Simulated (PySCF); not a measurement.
# Molecular orbitals of SiS

BHandHLYP at R = 2.018 Å; Si 3-21G, S 3-21G; no relativity (PySCF 2.14). State: ¹Σ⁺ (singlet), closed shell. Only the outer orbitals are listed, counted within each symmetry.

```
orbital  occ.  ε (eV)  on Si (%)           main shells (%)
     7σ     2  -22.45         14           80 S s, 11 Si s
     8σ     2  -13.79         61   61 Si s, 20 S s, 19 S p
     3π     2   -9.13         23           77 S p, 23 Si p
     3π     2   -9.13         23           77 S p, 23 Si p
     9σ     2   -9.06         55  44 S p, 31 Si p, 24 Si s
     4π     0   -1.89         78           78 Si p, 22 S p
     4π     0   -1.89         78           78 Si p, 22 S p
    10σ     0    2.01         96           88 Si p, 18 S p
```

Task: Which are the highest filled and the lowest empty level, where do they sit, and how wide is the gap?

Result: Highest filled 9σ at -9.06 eV (in %: 44 S p, 31 Si p, 24 Si s); lowest empty 4π at -1.89 eV (in %: 78 Si p, 22 S p); the gap at BHandHLYP is 7.17 eV.

```json
{"bond order (Mayer)": "2.11", "⟨S²⟩": "0.000", "charge on Si (Mulliken, basis-dependent)": "0.47", "charge on Si (Löwdin, basis-dependent)": "0.28", "dipole moment (positive dipole means Si(−)S(+))": "-2.71 D"}
```

3-21G is very small, so such numbers show the basis as much as the molecule.
